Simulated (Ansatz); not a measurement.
Results of PBEsol (plane waves, PAW; Ansatz, a quantum-chemistry and plane-wave program) for chalcopyrite CdSnAs₂.

Run with plane-wave cutoff 520 eV, 8×8×8 k mesh, Fermi–Dirac smearing 0.01 eV, scalar-relativistic PAW data made under PBE.

Response to compression and expansion (c/a stays at 1.966):

Shape and atoms are relaxed at each volume.

```json
[
 {"V (Å³/atom)": "26.828", "P (GPa)": "2.45", "direct gap at Γ (eV)": "0.110"},
 {"V (Å³/atom)": "27.387", "P (GPa)": "1.15", "direct gap at Γ (eV)": "0.107"},
 {"V (Å³/atom)": "27.946", "P (GPa)": "-0.01", "direct gap at Γ (eV)": "0.104"},
 {"V (Å³/atom)": "28.505", "P (GPa)": "-1.05", "direct gap at Γ (eV)": "0.102"},
 {"V (Å³/atom)": "29.064", "P (GPa)": "-1.97", "direct gap at Γ (eV)": "0.100"}
]
```

The fundamental gap (0.00 eV at the equilibrium volume, with added k points) lies elsewhere than Γ–Γ.

Note: the relaxation could not lower the start's symmetry, so the cell can be a saddle point above a distorted one; the bulk modulus comes from volumes at which shape and atoms were relaxed.

Spin–orbit coupling is not included; it can close the smallest gap of 0.00 eV.
